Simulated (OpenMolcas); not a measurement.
**OCS: a line through the functionals**

OCS: 3 atoms, total charge 0, spin state singlet. As SMILES, `O=C=S`. Geometry: relaxed at GFN2-xTB.

The electronic atomisation energy y, in eV, basis def2-TZVP; a is the functional's share of exact exchange. Programs: OpenMolcas 26.06.

| functional | program | a | y (eV) |
| --- | --- | --- | --- |
| revPBE | OpenMolcas | 0 | 14.90 |
| TPSS | OpenMolcas | 0 | 14.66 |
| B3LYP | OpenMolcas | 0.2 | 14.44 |
| PBE0 | OpenMolcas | 0.25 | ? |
| BHLYP | OpenMolcas | 0.5 | 13.30 |

Question: Fit y = c + s·a to the known rows and predict PBE0.

Answer: 
1. Means of the 4 rows: a = 0.1750, y = 14.325.
2. Σ(Δa)² = 0.1675, Σ(Δa·Δy) = -0.4895, so the slope is -0.4895/0.1675 = -2.9224.
3. Intercept: 14.325 − (-2.9224) × 0.1750 = 14.836. The largest residual of the fit is 0.19.
4. PBE0: 14.836 + (-2.9224) × 0.25 = 14.11 eV.

The run gave 14.68 eV, so the prediction is off by -0.57 eV, more than the scatter of the fit. The rows mix families of semi-local functionals, which the line can't see.
